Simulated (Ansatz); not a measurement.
**Worked example: HCl⁺, quartet against HCl⁺, doublet**

Geometry (PBE0/def2-TZVP stationary point of a doublet), kept for both states (HCl⁺, doublet: Π; HCl⁺, quartet: Σ⁻):

```xyz
2

Cl    0.0000    0.0000    0.0000
H     0.0000    0.0000    1.3212
```

Basis cc-pVDZ; Ansatz 0.2.0. Correlated methods freeze the noble-gas cores. R marks a restricted (for open shells ROHF) determinant, U an unrestricted one.

Full CI is exact within this basis and frozen core; it isn't the basis-set limit. The frozen core follows each run's orbitals, which can shift R against U totals by a few meV.

```json
{"level": "UHF", "E(HCl⁺, doublet) (hartree)": "-459.665010", "E(HCl⁺, quartet) (hartree)": "-459.374512"}
{"level": "UMP2", "E(HCl⁺, doublet) (hartree)": "-459.782182", "E(HCl⁺, quartet) (hartree)": "-459.473329"}
{"level": "UCCSD(T)", "E(HCl⁺, doublet) (hartree)": "-459.804925", "E(HCl⁺, quartet) (hartree)": "-459.496570"}
{"level": "PBE", "E(HCl⁺, doublet) (hartree)": "-460.149893", "E(HCl⁺, quartet) (hartree)": "-459.836095"}
{"level": "PBE0", "E(HCl⁺, doublet) (hartree)": "-460.189141", "E(HCl⁺, quartet) (hartree)": "-459.875922"}
{"level": "full CI", "E(HCl⁺, doublet) (hartree)": "-459.805425", "E(HCl⁺, quartet) (hartree)": "-459.496975"}
```

Give the vertical gap, HCl⁺ quartet less HCl⁺ doublet, at each level in eV (1 hartree = 27.2114 eV), and each error against full CI.

full CI: (-459.496975 − (-459.805425)) × 27.2114 = 8.393 eV (the reference)
PBE0: (-459.875922 − (-460.189141)) × 27.2114 = 8.523 eV, error 0.130 eV
PBE: (-459.836095 − (-460.149893)) × 27.2114 = 8.539 eV, error 0.146 eV
UCCSD(T): (-459.496570 − (-459.804925)) × 27.2114 = 8.391 eV, error -0.002 eV
UMP2: (-459.473329 − (-459.782182)) × 27.2114 = 8.404 eV, error 0.011 eV
UHF: (-459.374512 − (-459.665010)) × 27.2114 = 7.905 eV, error -0.488 eV

Total energies of functionals can't be set beside those of wave-function methods, since they hold the core's correlation and their own absolute errors; only the differences compare.

In so small a basis the reference is far from its limit while semilocal and hybrid functionals are nearer theirs, so the functionals' errors here hold much of the reference's basis and frozen-core error, which can add to them or hide them.

Each level lands on the state that its own search finds. T1 diagnostics of restricted CCSD: 0.013 and 0.013.
